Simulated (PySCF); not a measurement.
PySCF input (HF/aug-pcseg-1):

```python
import numpy as np, basis_set_exchange as bse
from pyscf import gto, scf, dft, df

basis = {'Cl': gto.basis.parse(bse.get_basis('aug-pcseg-1', elements=['Cl'], fmt='nwchem')), 'H': gto.basis.parse(bse.get_basis('aug-pcseg-1', elements=['H'], fmt='nwchem')), 'O': gto.basis.parse(bse.get_basis('aug-pcseg-1', elements=['O'], fmt='nwchem'))}
mol = gto.M(
    atom='''
    O     0.02204159    1.10436371   -0.00118827
    H    -0.92327012    1.31460394    0.01604549
    Cl    0.04393750   -0.59703021   -0.00038467
    ''',
    basis=basis,
    charge=0,
    verbose=4,
    max_memory=8640,
)
mf = scf.RHF(mol)
mf = mf.density_fit(auxbasis=df.autoaux(mol))
mf.conv_tol = 1e-9
mf.max_cycle = 100
print('smallest overlap eigenvalue', np.linalg.eigvalsh(mol.intor('int1e_ovlp'))[0])
mf.kernel()
dip = mf.dip_moment()
```

Output:

```
PySCF version 2.14.0

[INPUT] verbose = 4
[INPUT] num. atoms = 3
[INPUT] num. electrons = 26
[INPUT] charge = 0
[INPUT] spin (= nelec alpha-beta = 2S) = 0
[INPUT] symmetry False subgroup None
[INPUT] Mole.unit = angstrom
[INPUT] Symbol           X                Y                Z      unit          X                Y                Z       unit  Magmom
[INPUT]  1 O      0.022041590000   1.104363710000  -0.001188270000 AA    0.041652568450   2.086944953809  -0.002245504862 Bohr   0.0
[INPUT]  2 H     -0.923270120000   1.314603940000   0.016045490000 AA   -1.744727665794   2.484241408874   0.030321581634 Bohr   0.0
[INPUT]  3 Cl     0.043937500000  -0.597030210000  -0.000384670000 AA    0.083029841598  -1.128223584992  -0.000726920948 Bohr   0.0

nuclear repulsion = 50.8657450575968
number of shells = 25
number of NR pGTOs = 98
number of NR cGTOs = 59
basis = {'Cl': [[0, [56129.5, 0.00073904], [8420.32, 0.0057082], [1916.46, 0.0292141], [542.099, 0.112411], [175.74, 0.313999], [62.7191, 0.5], [23.4123, 0.302077]], [0, [52.2067, -0.0897496], [5.66022, 0.573007], [2.2423, 0.5]], [0, [0.456488, 1.0]], [0, [0.159693, 1.0]], [0, [0.052212, 1.0]], [1, [533.333, 0.00379695], [125.415, 0.0300914], [39.9394, 0.129733], [14.6334, 0.341517], [5.64837, 0.5], [2.1536, 0.289333]], [1, [1.0881, 0.252417], [0.387168, 0.5]], [1, [0.123929, 1.0]], [1, [0.037282, 1.0]], [2, [0.6, 1.0]], [2, [0.11185, 1.0]]], 'H': [[0, [12.2518, 0.0233371], [1.86871, 0.15915], [0.418208, 0.5]], [0, [0.1061, 1.0]], [0, [0.026525, 1.0]], [1, [1.0, 1.0]], [1, [0.079575, 1.0]]], 'O': [[0, [2288.64, 0.00585468], [344.416, 0.0437333], [78.2538, 0.194796], [21.7195, 0.5], [6.55907, 0.484614]], [0, [10.4656, -0.0713343], [0.964351, 0.5]], [0, [0.285127, 1.0]], [0, [0.079596, 1.0]], [1, [17.059, 0.0474439], [3.68999, 0.242689], [0.992996, 0.5]], [1, [0.244924, 1.0]], [1, [0.061231, 1.0]], [2, [1.0, 1.0]], [2, [0.18369, 1.0]]]}
ecp = {}
ETB for Cl: l = 0, exps = 0.074564 * 1.8^n , n = 0..19
ETB for Cl: l = 1, exps = 0.074564 * 1.8^n , n = 0..16
ETB for Cl: l = 2, exps = 0.074564 * 1.8^n , n = 0..15
ETB for Cl: l = 3, exps = 0.14913200000000001 * 2.2^n , n = 0..5
ETB for O: l = 0, exps = 0.122462 * 1.8^n , n = 0..15
ETB for O: l = 1, exps = 0.122462 * 1.8^n , n = 0..12
ETB for O: l = 2, exps = 0.122462 * 1.8^n , n = 0..11
ETB for O: l = 3, exps = 0.244921 * 2.2^n , n = 0..3
ETB for H: l = 0, exps = 0.05305 * 1.8^n , n = 0..11
ETB for H: l = 1, exps = 0.1061 * 2^n , n = 0..5
ETB for H: l = 2, exps = 0.15915 * 2.2^n , n = 0..4
smallest overlap eigenvalue 0.0016943221883359274

******** <class 'pyscf.df.df_jk.DFRHF'> ********
method = DFRHF
initial guess = minao
damping factor = 0
level_shift factor = 0
DIIS = <class 'pyscf.scf.diis.CDIIS'>
diis_start_cycle = 1
diis_space = 8
diis_damp = 0
SCF conv_tol = 1e-09
SCF conv_tol_grad = None
SCF max_cycles = 100
direct_scf = False
Set gradient conv threshold to 3.16228e-05
Initial guess from minao.
******** <class 'pyscf.df.df.DF'> ********
auxbasis = {'Cl': [[0, [np.float64(5280.886029107543), 1]], [0, [np.float64(2933.8255717264124), 1]], [0, [np.float64(1629.9030954035625), 1]], [0, [np.float64(905.5017196686457), 1]], [0, [np.float64(503.05651092702544), 1]], [0, [np.float64(279.475839403903), 1]], [0, [np.float64(155.26435522439056), 1]], [0, [np.float64(86.25797512466143), 1]], [0, [np.float64(47.92109729147856), 1]], [0, [np.float64(26.622831828599203), 1]], [0, [np.float64(14.790462126999557), 1]], [0, [np.float64(8.216923403888643), 1]], [0, [np.float64(4.564957446604801), 1]], [0, [np.float64(2.5360874703360006), 1]], [0, [np.float64(1.4089374835200004), 1]], [0, [np.float64(0.7827430464), 1]], [0, [np.float64(0.4348572480000001), 1]], [0, [np.float64(0.24158736000000003), 1]], [0, [np.float64(0.1342152), 1]], [0, [np.float64(0.074564), 1]], [1, [np.float64(905.5017196686457), 1]], [1, [np.float64(503.05651092702544), 1]], [1, [np.float64(279.475839403903), 1]], [1, [np.float64(155.26435522439056), 1]], [1, [np.float64(86.25797512466143), 1]], [1, [np.float64(47.92109729147856), 1]], [1, [np.float64(26.622831828599203), 1]], [1, [np.float64(14.790462126999557), 1]], [1, [np.float64(8.216923403888643), 1]], [1, [np.float64(4.564957446604801), 1]], [1, [np.float64(2.5360874703360006), 1]], [1, [np.float64(1.4089374835200004), 1]], [1, [np.float64(0.7827430464), 1]], [1, [np.float64(0.4348572480000001), 1]], [1, [np.float64(0.24158736000000003), 1]], [1, [np.float64(0.1342152), 1]], [1, [np.float64(0.074564), 1]], [2, [np.float64(503.05651092702544), 1]], [2, [np.float64(279.475839403903), 1]], [2, [np.float64(155.26435522439056), 1]], [2, [np.float64(86.25797512466143), 1]], [2, [np.float64(47.92109729147856), 1]], [2, [np.float64(26.622831828599203), 1]], [2, [np.float64(14.790462126999557), 1]], [2, [np.float64(8.216923403888643), 1]], [2, [np.float64(4.564957446604801), 1]], [2, [np.float64(2.5360874703360006), 1]], [2, [np.float64(1.4089374835200004), 1]], [2, [np.float64(0.7827430464), 1]], [2, [np.float64(0.4348572480000001), 1]], [2, [np.float64(0.24158736000000003), 1]], [2, [np.float64(0.1342152), 1]], [2, [np.float64(0.074564), 1]], [3, [np.float64(7.685714474240004), 1]], [3, [np.float64(3.4935065792000013), 1]], [3, [np.float64(1.5879575360000007), 1]], [3, [np.float64(0.7217988800000001), 1]], [3, [np.float64(0.32809040000000006), 1]], [3, [np.float64(0.14913200000000001), 1]]], 'O': [[0, [np.float64(826.2071031750628), 1]], [0, [np.float64(459.00394620836823), 1]], [0, [np.float64(255.00219233798234), 1]], [0, [np.float64(141.66788463221243), 1]], [0, [np.float64(78.7043803512291), 1]], [0, [np.float64(43.72465575068284), 1]], [0, [np.float64(24.291475417046023), 1]], [0, [np.float64(13.495264120581123), 1]], [0, [np.float64(7.497368955878401), 1]], [0, [np.float64(4.165204975488001), 1]], [0, [np.float64(2.3140027641600005), 1]], [0, [np.float64(1.2855570912), 1]], [0, [np.float64(0.7141983840000001), 1]], [0, [np.float64(0.39677688000000005), 1]], [0, [np.float64(0.2204316), 1]], [0, [np.float64(0.122462), 1]], [1, [np.float64(141.66788463221243), 1]], [1, [np.float64(78.7043803512291), 1]], [1, [np.float64(43.72465575068284), 1]], [1, [np.float64(24.291475417046023), 1]], [1, [np.float64(13.495264120581123), 1]], [1, [np.float64(7.497368955878401), 1]], [1, [np.float64(4.165204975488001), 1]], [1, [np.float64(2.3140027641600005), 1]], [1, [np.float64(1.2855570912), 1]], [1, [np.float64(0.7141983840000001), 1]], [1, [np.float64(0.39677688000000005), 1]], [1, [np.float64(0.2204316), 1]], [1, [np.float64(0.122462), 1]], [2, [np.float64(78.7043803512291), 1]], [2, [np.float64(43.72465575068284), 1]], [2, [np.float64(24.291475417046023), 1]], [2, [np.float64(13.495264120581123), 1]], [2, [np.float64(7.497368955878401), 1]], [2, [np.float64(4.165204975488001), 1]], [2, [np.float64(2.3140027641600005), 1]], [2, [np.float64(1.2855570912), 1]], [2, [np.float64(0.7141983840000001), 1]], [2, [np.float64(0.39677688000000005), 1]], [2, [np.float64(0.2204316), 1]], [2, [np.float64(0.122462), 1]], [3, [np.float64(2.607918808000001), 1]], [3, [np.float64(1.1854176400000003), 1]], [3, [np.float64(0.5388262), 1]], [3, [np.float64(0.244921), 1]]], 'H': [[0, [np.float64(34.09439154703258), 1]], [0, [np.float64(18.941328637240325), 1]], [0, [np.float64(10.522960354022402), 1]], [0, [np.float64(5.846089085568002), 1]], [0, [np.float64(3.2478272697600006), 1]], [0, [np.float64(1.8043484832), 1]], [0, [np.float64(1.002415824), 1]], [0, [np.float64(0.5568976800000001), 1]], [0, [np.float64(0.30938760000000004), 1]], [0, [np.float64(0.171882), 1]], [0, [np.float64(0.09549), 1]], [0, [np.float64(0.05305), 1]], [1, [np.float64(3.3952), 1]], [1, [np.float64(1.6976), 1]], [1, [np.float64(0.8488), 1]], [1, [np.float64(0.4244), 1]], [1, [np.float64(0.2122), 1]], [1, [np.float64(0.1061), 1]], [2, [np.float64(3.7281842400000014), 1]], [2, [np.float64(1.6946292000000007), 1]], [2, [np.float64(0.7702860000000001), 1]], [2, [np.float64(0.35013000000000005), 1]], [2, [np.float64(0.15915), 1]]]}
init E= -534.801758079368
  HOMO = -0.343784003696996  LUMO = -0.0931678036136052  gap/eV = 6.81961
cycle= 1 E= -534.795872772335  delta_E= 0.00589  |g|= 0.292  |ddm|=    2
  HOMO = -0.458171773403913  LUMO = 0.0223091485937466  gap/eV = 13.07455
cycle= 2 E= -534.816559066818  delta_E= -0.0207  |g|= 0.0711  |ddm|= 0.375
  HOMO = -0.445537767042503  LUMO = 0.0280761093290534  gap/eV = 12.88769
cycle= 3 E= -534.817863696133  delta_E= -0.0013  |g|= 0.022  |ddm|= 0.0821
  HOMO = -0.44710898843376  LUMO = 0.0286098239578423  gap/eV = 12.94497
cycle= 4 E= -534.818017349944  delta_E= -0.000154  |g|= 0.00979  |ddm|= 0.0266
  HOMO = -0.447825135190295  LUMO = 0.0284437081913458  gap/eV = 12.95994
cycle= 5 E= -534.818046794265  delta_E= -2.94e-05  |g|= 0.0028  |ddm|= 0.0117
  HOMO = -0.447671632358604  LUMO = 0.0285029918940705  gap/eV = 12.95737
cycle= 6 E= -534.81805057495  delta_E= -3.78e-06  |g|= 0.000823  |ddm|= 0.00441
  HOMO = -0.447845177404565  LUMO = 0.0285244522921535  gap/eV = 12.96268
cycle= 7 E= -534.818051169803  delta_E= -5.95e-07  |g|= 0.00029  |ddm|= 0.00245
  HOMO = -0.447813796230161  LUMO = 0.0285345678682662  gap/eV = 12.96210
cycle= 8 E= -534.818051250883  delta_E= -8.11e-08  |g|= 8.53e-05  |ddm|= 0.000961
  HOMO = -0.447821926050714  LUMO = 0.0285391145553273  gap/eV = 12.96244
cycle= 9 E= -534.818051258132  delta_E= -7.25e-09  |g|= 2.43e-05  |ddm|= 0.000273
  HOMO = -0.447819522546578  LUMO = 0.0285389189368153  gap/eV = 12.96237
cycle= 10 E= -534.818051258976  delta_E= -8.44e-10  |g|= 9.24e-06  |ddm|= 0.000101
  HOMO = -0.4478199849909  LUMO = 0.0285388226570165  gap/eV = 12.96238
Extra cycle  E= -534.818051259068  delta_E= -9.24e-11  |g|= 5.42e-06  |ddm|= 2.4e-05
converged SCF energy = -534.818051259068
Dipole moment(X, Y, Z, Debye): -1.59352,  0.25689,  0.02912
```
